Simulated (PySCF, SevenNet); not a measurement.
# Zinc-blende AlN (metastable phase): bulk modulus B0 by level of theory

No measured value is used here.

```
level (code)          value (GPa)  cell (Å³/atom)
--------------------  -----------  --------------
SevenNet-0                    201           10.65
PBE (PySCF)                     …           10.70
PBE0 (PySCF)              210 ± 6           10.30
Hartree–Fock (PySCF)            …           10.36
MP2 (PySCF)               205 ± 6           10.56
CCSD (PySCF)              212 ± 6           10.46
CCSD(T) (PySCF)           207 ± 6           10.53
```

Question: Some entries are withheld; supply them.

Answer: 
- PBE (PySCF), value (GPa): 193 ± 6
- Hartree–Fock (PySCF), value (GPa): 232 ± 7

A ± on a computed value is a rough bar: the spread of its extrapolation, a floor set from checks against published values, or a statistical error. Each level is taken at its own relaxed cell.

Machine-learned potentials (SevenNet-0) are trained on DFT data: a solid inside that data is no test of them.
